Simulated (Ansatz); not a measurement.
Cubic perovskite KTaO3 was calculated with r²SCAN (plane waves, PAW; Ansatz, a quantum-chemistry and plane-wave program).

Settings: plane-wave cutoff 600 eV, 6×6×6 k mesh, finite displacements, scalar-relativistic PAW data made under PBE.

The cell has the measured lattice parameters. Conventional cell: a = 3.9885 Å, b = 3.9885 Å, c = 3.9885 Å, α = 90.00°, β = 90.00°, γ = 90.00°.

```cif
data_KO3Ta
_chemical_formula_sum 'K1 Ta1 O3'
_space_group_name_H-M_alt 'Pm-3m'
_space_group_IT_number 221
_space_group_name_Hall '-P 4 2 3'
_cell_length_a 3.98850
_cell_length_b 3.98850
_cell_length_c 3.98850
_cell_angle_alpha 90.000
_cell_angle_beta 90.000
_cell_angle_gamma 90.000
loop_
_atom_site_label
_atom_site_type_symbol
_atom_site_symmetry_multiplicity
_atom_site_Wyckoff_symbol
_atom_site_fract_x
_atom_site_fract_y
_atom_site_fract_z
_atom_site_occupancy
K1 K 1 a 0.00000 0.00000 0.00000 1
Ta1 Ta 1 b 0.50000 0.50000 0.50000 1
O1 O 3 c 0.00000 0.50000 0.50000 1
```

Harmonic phonon frequencies (cm⁻¹; i marks an imaginary mode; at Γ without the LO shift):

```
q point                                            frequencies
-------  -----------------------------------------------------
Γ        29i 29i 29i 0 0 0 192 192 192 271 271 271 532 532 532
```

Imaginary modes appear, so the structure is dynamically unstable at this level.

Note: the run finds an imaginary mode (29i cm⁻¹), so the cell is a saddle point at this level; the cell isn't this level's own, so it is under some stress, which shifts stiffness and frequencies.
